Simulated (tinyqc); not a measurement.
Inside a calculation. Method: G0W0 on RHF in the sto-3g basis, for H2O, spin multiplicity 1. One step of it, computed by the program tinyqc.

Problem. Screening: direct RPA. With D = e_a - e_i and K = (ia|jb): diagonalise D^(1/2) (D + 4K) D^(1/2) = Z w^2 Z^T; X + Y = D^(1/2) Z w^(-1/2), each column of Z with its largest component positive (the first on a tie); E_c = (sum w - tr (D + 2K)) / 2.

orbital energies (hartree): MO1 -20.263841, MO2 -1.185449, MO3 -0.527274, MO4 -0.412703, MO5 -0.383427, MO6 0.410586, MO7 0.547913

Two-electron integrals over orbitals (pq|rs), unique and non-zero (hartree):
```
(11|11) 4.747348    (21|11) -0.434033   (21|21) 0.062616    (22|11) 1.028493
(22|21) -0.016107   (22|22) 0.725436    (31|11) 0.016817    (31|21) -0.002185
(31|22) 0.001488    (31|31) 0.010322    (32|11) -0.012527   (32|21) 0.000919
(32|22) 0.001639    (32|31) 0.016213    (32|32) 0.125500    (33|11) 0.743454
(33|21) -0.004768   (33|22) 0.601410    (33|31) -0.000348   (33|32) 0.000206
(33|33) 0.576769    (41|11) 0.151003    (41|21) -0.020363   (41|22) 0.010811
(41|31) 0.001199    (41|32) 0.000249    (41|33) 0.004898    (41|41) 0.022972
(42|11) -0.144807   (42|21) 0.007330    (42|22) -0.032303   (42|31) 0.000177
(42|32) 0.002857    (42|33) 0.002917    (42|41) 0.019207    (42|42) 0.129976
(43|11) 0.018723    (43|21) -0.000559   (43|22) 0.008981    (43|31) -0.001963
(43|32) 0.030175    (43|33) 0.006254    (43|41) -0.000958   (43|42) -0.008911
(43|43) 0.058203    (44|11) 0.921486    (44|21) -0.010689   (44|22) 0.658370
(44|31) -0.000104   (44|32) -0.010259   (44|33) 0.553372    (44|41) -0.008281
(44|42) -0.089937   (44|43) 0.005489    (44|44) 0.685194    (51|51) 0.025945
(52|51) 0.033542    (52|52) 0.152880    (53|51) -0.001228   (53|52) -0.004506
(53|53) 0.025473    (54|51) -0.010847   (54|52) -0.040902   (54|53) 0.002222
(54|54) 0.045471    (55|11) 1.115363    (55|21) -0.012323   (55|22) 0.758495
(55|31) 0.000473    (55|32) -0.006516   (55|33) 0.589103    (55|41) 0.004247
(55|42) -0.078980   (55|43) 0.010846    (55|44) 0.681768    (55|55) 0.880159
(61|11) 0.184302    (61|21) -0.027982   (61|22) 0.003096    (61|31) 0.002193
(61|32) 0.001649    (61|33) -0.000444   (61|41) -0.004173   (61|42) -0.020264
(61|43) 0.000840    (61|44) 0.014046    (61|55) 0.005092    (61|61) 0.023554
(62|11) -0.247665   (62|21) 0.006034    (62|22) -0.122713   (62|31) 0.001017
(62|32) 0.008988    (62|33) -0.059091   (62|41) -0.018028   (62|42) -0.037608
(62|43) -0.002976   (62|44) -0.057831   (62|55) -0.132638   (62|61) 0.010281
(62|62) 0.090396    (63|11) 0.043995    (63|21) -0.000866   (63|22) 0.023534
(63|31) -0.002163   (63|32) 0.038354    (63|33) 0.015570    (63|41) 0.000401
(63|42) -0.008319   (63|43) 0.042553    (63|44) 0.009675    (63|55) 0.025493
(63|61) 0.000029    (63|62) -0.010223   (63|63) 0.080910    (64|11) -0.282005
(64|21) 0.003801    (64|22) -0.138911   (64|31) -0.001053   (64|32) -0.007659
(64|33) -0.049242   (64|41) -0.001582   (64|42) 0.046822    (64|43) -0.012545
(64|44) -0.132340   (64|55) -0.158260   (64|61) -0.001629   (64|62) 0.059464
(64|63) -0.024193   (64|64) 0.105985    (65|51) -0.012271   (65|52) -0.048512
(65|53) 0.003889    (65|54) -0.007838   (65|65) 0.032529    (66|11) 0.757881
(66|21) -0.007361   (66|22) 0.577321    (66|31) -0.000903   (66|32) -0.020105
(66|33) 0.534342    (66|41) 0.016307    (66|42) 0.045085    (66|43) -0.017596
(66|44) 0.537431    (66|55) 0.565516    (66|61) -0.008268   (66|62) -0.083912
(66|63) -0.013186   (66|64) -0.049730   (66|66) 0.572925    (71|11) -0.032393
(71|21) 0.005108    (71|22) 0.000074    (71|31) 0.013841    (71|32) 0.021363
(71|33) -0.000997   (71|41) -0.000432   (71|42) 0.001853    (71|43) -0.002808
(71|44) -0.001861   (71|55) -0.000863   (71|61) -0.001077   (71|62) 0.001555
(71|63) -0.002579   (71|64) -0.001004   (71|66) -0.001667   (71|71) 0.019645
(72|11) 0.046208    (72|21) -0.000966   (72|22) 0.023301    (72|31) 0.015061
(72|32) 0.058773    (72|33) 0.005327    (72|41) 0.001759    (72|42) -0.000525
(72|43) -0.025791   (72|44) 0.014930    (72|55) 0.024174    (72|61) 0.001573
(72|62) -0.004046   (72|63) -0.025256   (72|64) -0.011765   (72|66) 0.012974
(72|71) 0.019658    (72|72) 0.072116    (73|11) 0.371637    (73|21) -0.006805
(73|22) 0.173679    (73|31) -0.000220   (73|32) -0.016213   (73|33) 0.086948
(73|41) -0.000088   (73|42) -0.071726   (73|43) 0.000052    (73|44) 0.141499
(73|55) 0.206069    (73|61) 0.004952    (73|62) -0.064236   (73|63) 0.005246
(73|64) -0.102532   (73|66) 0.049130    (73|71) -0.001318   (73|72) 0.014438
(73|73) 0.160210    (74|11) 0.015488    (74|21) -0.000204   (74|22) 0.004966
(74|31) -0.007315   (74|32) -0.067077   (74|33) 0.001675    (74|41) 0.000789
(74|42) 0.001661    (74|43) -0.016198   (74|44) 0.011014    (74|55) 0.008020
(74|61) -0.001664   (74|62) -0.008501   (74|63) -0.055929   (74|64) 0.005678
(74|66) 0.020524    (74|71) -0.010058   (74|72) -0.016581   (74|73) 0.016626
(74|74) 0.067741    (75|51) 0.002135    (75|52) 0.008550    (75|53) 0.023580
(75|54) -0.000685   (75|65) -0.001209   (75|75) 0.026035    (76|11) 0.007033
(76|21) -0.000229   (76|22) -0.001323   (76|31) -0.006985   (76|32) -0.080101
(76|33) -0.000546   (76|41) -0.001692   (76|42) -0.006656   (76|43) -0.063550
(76|44) 0.011733    (76|55) 0.003538    (76|61) 0.000414    (76|62) 0.002519
(76|63) -0.066727   (76|64) 0.012662    (76|66) 0.025349    (76|71) -0.009502
(76|72) 0.000406    (76|73) 0.019837    (76|74) 0.055851    (76|76) 0.106170
(77|11) 0.837787    (77|21) -0.009022   (77|22) 0.607311    (77|31) 0.002742
(77|32) 0.023803    (77|33) 0.572273    (77|41) 0.003544    (77|42) -0.021146
(77|43) 0.021073    (77|44) 0.569738    (77|55) 0.607702    (77|61) 0.003721
(77|62) -0.058192   (77|63) 0.033518    (77|64) -0.060865   (77|66) 0.531858
(77|71) 0.002591    (77|72) 0.011596    (77|73) 0.096750    (77|74) -0.015964
(77|76) -0.025508   (77|77) 0.598973
```

Give: D^(1/2) (D + 4K) D^(1/2); excitation energies w; X + Y; RPA correlation energy.

Solution.

D^(1/2) (D + 4K) D^(1/2) (hartree^2):
```
          1>6       1>7      2>6      2>7      3>6      3>7      4>6      4>7
1>6  429.3798   -0.0894   0.2362   0.0377   0.0005   0.0934  -0.0269  -0.0297
1>7   -0.0894  434.7645   0.0358   0.4723  -0.0456  -0.0249  -0.0166  -0.1799
2>6    0.2362    0.0358   3.1244  -0.0269  -0.0500  -0.3366   0.2727  -0.0421
2>7    0.0377    0.4723  -0.0269   3.5046  -0.1288   0.0788  -0.0562  -0.0856
3>6    0.0005   -0.0456  -0.0500  -0.1288   1.1831   0.0211  -0.0850  -0.2123
3>7    0.0934   -0.0249  -0.3366   0.0788   0.0211   1.8451  -0.3859   0.0676
4>6   -0.0269   -0.0166   0.2727  -0.0562  -0.0850  -0.3859   1.0268   0.0202
4>7   -0.0297   -0.1799  -0.0421  -0.0856  -0.2123   0.0676   0.0202   1.1831
5>6    0.0000    0.0000   0.0000   0.0000   0.0000   0.0000   0.0000   0.0000
5>7    0.0000    0.0000   0.0000   0.0000   0.0000   0.0000   0.0000   0.0000

         5>6      5>7
1>6   0.0000   0.0000
1>7   0.0000   0.0000
2>6   0.0000   0.0000
2>7   0.0000   0.0000
3>6   0.0000   0.0000
3>7   0.0000   0.0000
4>6   0.0000   0.0000
4>7   0.0000   0.0000
5>6   0.7338  -0.0042
5>7  -0.0042   0.9644
```

excitation energies w (hartree): 0.8566  0.9220  0.9788  0.9821  1.1861  1.3654  1.8055  1.8781  20.7214  20.8511

X + Y:
```
          1        2        3        4        5        6        7        8
1>6  0.0000   0.0001   0.0002   0.0000  -0.0003  -0.0015  -0.0016  -0.0001
1>7  0.0000   0.0003   0.0013   0.0000  -0.0010   0.0003  -0.0011  -0.0036
2>6  0.0000  -0.0731   0.0357   0.0000   0.0213   0.3339   0.8780  -0.1551
2>7  0.0000   0.0283   0.0787   0.0000   0.0152  -0.0485   0.1860   0.9403
3>6  0.0000   0.2270   0.6591   0.0000   0.6231   0.0289  -0.0290  -0.0318
3>7  0.0000   0.3546  -0.1301   0.0000  -0.0377   0.7945  -0.1974   0.0682
4>6  0.0000   0.8648  -0.1247   0.0000  -0.1186  -0.2417   0.1045  -0.0350
4>7  0.0000   0.0201   0.7064   0.0000  -0.6277   0.0462  -0.0215  -0.0189
5>6  0.9626   0.0000   0.0000  -0.0162   0.0000   0.0000   0.0000   0.0000
5>7  0.0188   0.0000   0.0000   0.9737   0.0000   0.0000   0.0000   0.0000

          9       10
1>6  0.9987  -0.0165
1>7  0.0166   0.9989
2>6  0.0002   0.0000
2>7  0.0000   0.0003
3>6  0.0000   0.0000
3>7  0.0000   0.0000
4>6  0.0000   0.0000
4>7  0.0000  -0.0001
5>6  0.0000   0.0000
5>7  0.0000   0.0000
```

RPA correlation energy = -0.074544 hartree
